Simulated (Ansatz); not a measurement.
Zinc-blende CuCl, treated with PBE in Ansatz (PAW).

The same calculation (at the measured cell, 19.836 Å³/atom) with different numerical settings:

| run | k mesh | gap on the mesh (eV) | total energy (eV/atom) |
|---|---|---|---|
| 1 | 4×4×4 | 0.532 | -3852.7105 |
| 2 | 6×6×6 | 0.537 | -3852.7169 |
| 3 | 8×8×8 | 0.538 | -3852.7173 |
| 4 | 12×12×12 | 0.538 | -3852.7174 |
| 5 | 16×16×16 | 0.538 | -3852.7174 |
| 6 | 20×20×20 | 0.538 | -3852.7174 |

In the column total energy (eV/atom) the first row differs from the last by +0.0069 and the next to last by 0.0000.

The last row is no converged limit: other settings stay fixed.

Ansatz is an electronic-structure program.
